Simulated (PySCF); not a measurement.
**Static response to an electric field**

Phosphorus pentafluoride, PF5.
Geometry (GFN2-xTB, Å), atoms numbered from 1 in this order:
```xyz
6
PF5 angstrom
F      1.5792    0.1328   -0.1252
P      0.0005    0.0003   -0.0041
F     -0.1493    1.5255   -0.2920
F      0.1535   -0.4980    1.4650
F     -0.0023   -1.0256   -1.1788
F     -1.5784   -0.1330    0.1135
```

Level: CAM-B3LYP/def2-SVPD (PySCF), static field, nuclei fixed, core orbitals frozen in the response. The polarisability tensor in these axes (au):

```
x   26.90  0.09 -0.08
y    0.09 25.94  0.01
z   -0.08  0.01 25.92
```

Task: Give the principal values, the mean and the anisotropy Δα = √{½[(α1 − α2)² + (α2 − α3)² + (α1 − α3)²]}.

Result: Principal values 25.90, 25.94 and 26.91 au; mean 26.25 au = 3.89 Å³ = 4.33 × 10⁻⁴⁰ C²·m²/J; Δα = 0.99 au (4 % of the mean).

Task: What is the dipole moment?

Result: 0.00 D; point group D3h allows none.

Task: What molar refraction does this α imply?

Result: Lorentz–Lorenz: R = (4π/3)N_A α = 2.5225 cm³/(mol·Å³) × 3.89 Å³ = 9.8 cm³/mol, in the limit of long wavelengths.

Task: Traceless (Buckingham) quadrupole moment about the centre of nuclear charge: eigenvalues?

Result: -3.57, 1.76, 1.81 D·Å. With no charge and no dipole, the values don't depend on the origin. The electronic extent ⟨r²⟩ about the same centre is 483 bohr², a root-mean-square distance of 1.50 Å for the 60 electrons.

Task: Refractivity n − 1 of an ideal gas of it at 350 K and 1 atm, from the electronic α?

Result: N = p/kT = 2.0968 × 10¹⁹ cm⁻³, so n − 1 = 2π × N × 3.89 × 10⁻²⁴ cm³ = 512 × 10⁻⁶ at long wavelengths.

Task: Find the Langevin capture rate constant for H3+ (3.023 u) meeting this molecule (125.966 u), k = 2.342 × 10⁻⁹ cm³/s × √(α in Å³ / reduced mass in u).

Result: The reduced mass is 2.95 u, so k = 2.69 × 10⁻⁹ cm³/s.

Geometry: GFN2-xTB; no solvent, vibrations or thermal averaging.

The run behind these numbers computed excited states as well. The run took 14 s wall on one thread of an x86-64 server (shared host).
